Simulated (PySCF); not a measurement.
PySCF input (PBE/cc-pV(T+d)Z):

```python
import numpy as np, basis_set_exchange as bse
from pyscf import gto, scf, dft, df

basis = {'H': gto.basis.parse(bse.get_basis('cc-pV(T+d)Z', elements=['H'], fmt='nwchem')), 'Si': gto.basis.parse(bse.get_basis('cc-pV(T+d)Z', elements=['Si'], fmt='nwchem'))}
mol = gto.M(
    atom='''
    Si   -0.00000000   -0.00000000    0.00000000
    H     0.87559489    0.85467525    0.83309847
    H    -0.82219976   -0.86546541    0.87529791
    H    -0.88619780    0.85452031   -0.82197187
    H     0.83280267   -0.84373015   -0.88642451
    ''',
    basis=basis,
    charge=0,
    verbose=4,
    max_memory=8640,
)
mf = dft.RKS(mol, xc='pbe')
mf.grids.level = 3
mf = mf.density_fit(auxbasis=df.autoaux(mol))
mf.conv_tol = 1e-9
mf.max_cycle = 100
print('smallest overlap eigenvalue', np.linalg.eigvalsh(mol.intor('int1e_ovlp'))[0])
mf.kernel()
dip = mf.dip_moment()
```

Output:

```
PySCF version 2.14.0

[INPUT] verbose = 4
[INPUT] num. atoms = 5
[INPUT] num. electrons = 18
[INPUT] charge = 0
[INPUT] spin (= nelec alpha-beta = 2S) = 0
[INPUT] symmetry False subgroup None
[INPUT] Mole.unit = angstrom
[INPUT] Symbol           X                Y                Z      unit          X                Y                Z       unit  Magmom
[INPUT]  1 Si     0.000000000000   0.000000000000   0.000000000000 AA    0.000000000000   0.000000000000   0.000000000000 Bohr   0.0
[INPUT]  2 H      0.875594890000   0.854675250000   0.833098470000 AA    1.654634538169   1.615102147944   1.574327943094 Bohr   0.0
[INPUT]  3 H     -0.822199760000  -0.865465410000   0.875297910000 AA   -1.553732366083  -1.635492595184   1.654073327304 Bohr   0.0
[INPUT]  4 H     -0.886197800000   0.854520310000  -0.821971870000 AA   -1.674671134192   1.614809353778  -1.553301716397 Bohr   0.0
[INPUT]  5 H      0.832802670000  -0.843730150000  -0.886424510000 AA    1.573768962107  -1.594418906538  -1.675099554002 Bohr   0.0

nuclear repulsion = 21.3328090196378
number of shells = 16
number of NR pGTOs = 128
number of NR cGTOs = 95
basis = {'H': [[0, [33.87, 0.0, 0.006068, 0.0], [5.095, 0.0, 0.045308, 0.0], [1.159, 0.0, 0.202822, 0.0], [0.3258, 1.0, 0.503903, 0.0], [0.1027, 0.0, 0.383421, 1.0]], [1, [1.407, 1.0, 0.0], [0.388, 0.0, 1.0]], [2, [1.057, 1.0]]], 'Si': [[0, [254900.0, 6.25101e-05, -1.6637e-05, 0.0, 4.26257e-06, 0.0], [38190.0, 0.000485553, -0.00012931, 0.0, 3.31062e-05, 0.0], [8690.0, 0.00254516, -0.000678828, 0.0, 0.000174015, 0.0], [2462.0, 0.0105866, -0.00284117, 0.0, 0.000727574, 0.0], [804.8, 0.0368787, -0.0100551, 0.0, 0.00258333, 0.0], [291.3, 0.107479, -0.0305774, 0.0, 0.00786354, 0.0], [113.6, 0.247936, -0.0777256, 0.0, 0.0202155, 0.0], [46.75, 0.390927, -0.154236, 0.0, 0.040732, 0.0], [19.82, 0.302026, -0.180368, 0.0, 0.0499358, 0.0], [7.708, 0.0559236, 0.0798218, 0.0, -0.0249396, 0.0], [3.34, -0.00402406, 0.547441, 0.0, -0.19035, 0.0], [1.402, 0.0025803, 0.480119, 0.0, -0.31835, 0.0], [0.4387, -0.00103821, 0.0474846, 1.0, 0.0948036, 0.0], [0.207, 0.00060793, -0.0106996, 0.0, 0.68118, 0.0], [0.07944, -0.000154022, 0.00219871, 0.0, 0.395672, 1.0]], [1, [481.5, 0.00192045, 0.0, -0.00040522, 0.0], [113.9, 0.0153552, 0.0, -0.00335896, 0.0], [36.23, 0.0713991, 0.0, -0.015286, 0.0], [13.34, 0.213052, 0.0, -0.0489218, 0.0], [5.252, 0.390354, 0.0, -0.0855008, 0.0], [2.12, 0.393721, 0.0, -0.112137, 0.0], [0.8561, 0.132565, 1.0, 0.0618274, 0.0], [0.2528, 0.0039563, 0.0, 0.551919, 0.0], [0.07889, 0.000331624, 0.0, 0.523492, 1.0]], [2, [2.303, 1.0, 0.0, 0.0], [0.476, 0.0, 1.0, 0.0], [0.16, 0.0, 0.0, 1.0]], [3, [0.336, 1.0]]]}
ecp = {}
ETB for Si: l = 0, exps = 0.15778 * 1.8^n , n = 0..17
ETB for Si: l = 1, exps = 0.15778 * 1.8^n , n = 0..14
ETB for Si: l = 2, exps = 0.15778 * 1.8^n , n = 0..13
ETB for Si: l = 3, exps = 0.23889 * 2.2^n , n = 0..7
ETB for Si: l = 4, exps = 0.32 * 2.2^n , n = 0..4
ETB for H: l = 0, exps = 0.2054 * 1.8^n , n = 0..10
ETB for H: l = 1, exps = 0.4907 * 2^n , n = 0..3
ETB for H: l = 2, exps = 0.776 * 2.2^n , n = 0..2
ETB for H: l = 3, exps = 1.4449999999999998 * 2.2^n , n = 0..1
smallest overlap eigenvalue 0.001046529578073204

******** <class 'pyscf.df.df_jk.DFRKS'> ********
method = DFRKS
initial guess = minao
damping factor = 0
level_shift factor = 0
DIIS = <class 'pyscf.scf.diis.CDIIS'>
diis_start_cycle = 1
diis_space = 8
diis_damp = 0
SCF conv_tol = 1e-09
SCF conv_tol_grad = None
SCF max_cycles = 100
direct_scf = False
XC library pyscf.dft.libxc version 7.1.2
    S. Lehtola, C. Steigemann, M. J. T. Oliveira, and M. A. L. Marques,  SoftwareX 7, 1–5 (2018)
XC functionals = pbe
    J. P. Perdew, K. Burke, and M. Ernzerhof,  Phys. Rev. Lett. 77, 3865 (1996)
    J. P. Perdew, K. Burke, and M. Ernzerhof,  Phys. Rev. Lett. 78, 1396 (1997)
    J. P. Perdew, K. Burke, and M. Ernzerhof,  Phys. Rev. Lett. 77, 3865 (1996)
    J. P. Perdew, K. Burke, and M. Ernzerhof,  Phys. Rev. Lett. 78, 1396 (1997)
radial grids:
    Treutler-Ahlrichs [JCP 102, 346 (1995); DOI:10.1063/1.469408] (M4) radial grids

becke partition: Becke, JCP 88, 2547 (1988); DOI:10.1063/1.454033
pruning grids: <function nwchem_prune>
grids dens level: 3
symmetrized grids: False
atomic radii adjust function: <function treutler_atomic_radii_adjust>
small_rho_cutoff = 0
Set gradient conv threshold to 3.16228e-05
Initial guess from minao.
tot grids = 58416
init E= -291.482639330236
  HOMO = -0.355644589598918  LUMO = -0.0178538480914313  gap/eV = 9.19175
cycle= 1 E= -291.720698780484  delta_E= -0.238  |g|= 0.134  |ddm|= 3.72
  HOMO = -0.297383513897921  LUMO = 0.0201808601175841  gap/eV = 8.64137
cycle= 2 E= -291.724732993005  delta_E= -0.00403  |g|= 0.0478  |ddm|= 0.697
  HOMO = -0.31356402085359  LUMO = 0.00988956054209267  gap/eV = 8.80162
cycle= 3 E= -291.725315752427  delta_E= -0.000583  |g|= 0.0029  |ddm|= 0.148
  HOMO = -0.312912130438524  LUMO = 0.0104669703144955  gap/eV = 8.79959
cycle= 4 E= -291.725317891001  delta_E= -2.14e-06  |g|= 0.00214  |ddm|= 0.0148
  HOMO = -0.313181412872943  LUMO = 0.0102621532372652  gap/eV = 8.80135
cycle= 5 E= -291.725319235272  delta_E= -1.34e-06  |g|= 0.000151  |ddm|= 0.0047
  HOMO = -0.313131986949582  LUMO = 0.0102923827995538  gap/eV = 8.80083
cycle= 6 E= -291.725319242848  delta_E= -7.58e-09  |g|= 1.85e-06  |ddm|= 0.000579
  HOMO = -0.313131945839914  LUMO = 0.0102925037521743  gap/eV = 8.80083
cycle= 7 E= -291.725319242846  delta_E= 1.59e-12  |g|= 6.73e-08  |ddm|= 6.81e-06
  HOMO = -0.313131913658098  LUMO = 0.0102925267203967  gap/eV = 8.80083
Extra cycle  E= -291.725319242848  delta_E= -1.59e-12  |g|= 3.66e-08  |ddm|= 2.33e-07
converged SCF energy = -291.725319242848
Dipole moment(X, Y, Z, Debye): -0.00000, -0.00000, -0.00000
```
